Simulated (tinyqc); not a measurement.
Inside a calculation. Method: RHF in the sto-6g basis, for H2O, spin multiplicity 1. One step of it, computed by the program tinyqc.

Task: Orthogonalisation. S = U s U^T; symmetric (Loewdin) form X = U s^(-1/2) U^T, so that X^T S X = 1.

overlap S, order 1O 1s, 1O 2s, 1O 2px, 1O 2py, 1O 2pz, 2H 1s, 3H 1s:
$$\begin{pmatrix}
1.000000 & 0.231145 & 0.000000 & 0.000000 & 0.000000 & 0.038186 & 0.038186 \\
0.231145 & 1.000000 & 0.000000 & 0.000000 & 0.000000 & 0.377386 & 0.377386 \\
0.000000 & 0.000000 & 1.000000 & 0.000000 & 0.000000 & 0.000000 & 0.000000 \\
0.000000 & 0.000000 & 0.000000 & 1.000000 & 0.000000 & 0.250699 & -0.250699 \\
0.000000 & 0.000000 & 0.000000 & 0.000000 & 1.000000 & 0.218878 & 0.218878 \\
0.038186 & 0.377386 & 0.000000 & 0.250699 & 0.218878 & 1.000000 & 0.195363 \\
0.038186 & 0.377386 & 0.000000 & -0.250699 & 0.218878 & 0.195363 & 1.000000
\end{pmatrix}$$

Give: eigenvalues of S; X.

Result:

eigenvalues of S: [0.4460, 0.5346, 0.8833, 1.0000, 1.1039, 1.2701, 1.7621]

X, order 1O 1s, 1O 2s, 1O 2px, 1O 2py, 1O 2pz, 2H 1s, 3H 1s:
$$\begin{pmatrix}
1.0223 & -0.1320 & 0.0000 & 0.0000 & -0.0070 & 0.0168 & 0.0168 \\
-0.1320 & 1.1478 & 0.0000 & 0.0000 & 0.0721 & -0.2133 & -0.2133 \\
0.0000 & 0.0000 & 1.0000 & 0.0000 & 0.0000 & 0.0000 & 0.0000 \\
0.0000 & 0.0000 & 0.0000 & 1.0637 & 0.0000 & -0.1637 & 0.1637 \\
-0.0070 & 0.0721 & 0.0000 & 0.0000 & 1.0409 & -0.1216 & -0.1216 \\
0.0168 & -0.2133 & 0.0000 & -0.1637 & -0.1216 & 1.1234 & -0.0679 \\
0.0168 & -0.2133 & 0.0000 & 0.1637 & -0.1216 & -0.0679 & 1.1234
\end{pmatrix}$$
